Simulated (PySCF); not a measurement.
nitroxyl: calculation against experiment

**Measured values to compare with.**

NIST CCCBDB Release 22 (SRD 101), experimental dipoles lists, for the gas: dipole moment (microwave Stark effect, vibrational ground state) 1.67 D.

How close the calculation comes is told at the end.

Species: nitroxyl, HNO.
Atom-mapped SMILES: `[NH:1]=[O:2]` (hydrogens: H3 on N1)

Geometry (GFN2-xTB, Å), atoms numbered from 1 in this order:
```xyz
3
HNO angstrom
N     -0.052    0.417   -0.003
O      0.973   -0.209   -0.012
H     -0.909   -0.211    0.002
```

The PySCF runs (gas phase, on this GFN2-xTB geometry; no spin–orbit coupling):

```
                         level                                                                                                   job  basis functions
                 PBE0/pcSseg-1                            shieldings, charges and field gradients, density and orbital grids written               39
                HSE06/pcSseg-1                                                                                            shieldings               39
                PBE0/def2-SVPD  6 singlets by full TDDFT, 2 Tamm–Dancoff triplets, polarisability, density and orbital grids written               51
HSE06/6-31G-J, start guess sap                                            3 singlets by TDA, 2 Tamm–Dancoff triplets, polarisability               28
               wB97X/def2-QZVP                                                             12 singlets by full TDDFT, polarisability              144
                   B3LYP/pcJ-1                                                           spin–spin couplings from 3 perturbed nuclei               64
               PBE0/def2-TZVPP                                                           spin–spin couplings from 3 perturbed nuclei               76
```

All basis functions are spherical.

## Comparison

**Dipole moment.** Measured: 1.67 D (NIST CCCBDB Release 22 (SRD 101), experimental dipoles).

```tsv
level	computed (D)	computed − measured (D)	% (from the printed values)
PBE0/pcSseg-1	1.86	+0.19	+11
HSE06/pcSseg-1	1.86	+0.19	+11
PBE0/def2-SVPD	1.76	+0.09	+5
HSE06/6-31G-J	2.02	+0.35	+21
wB97X/def2-QZVP	1.80	+0.13	+8
B3LYP/pcJ-1	1.85	+0.18	+11
PBE0/def2-TZVPP	1.73	+0.06	+4
```

Closest is PBE0/def2-TZVPP (+0.06 D), furthest HSE06/6-31G-J (+0.35 D); one molecule doesn't rank methods. All 7 levels lie above the measurement. The computed dipoles belong to one fixed geometry; measured ones are averaged over vibrations unless marked μe. Magnitudes are compared, not signs.

No measured geometry was used, and the causes of the misses weren't examined.
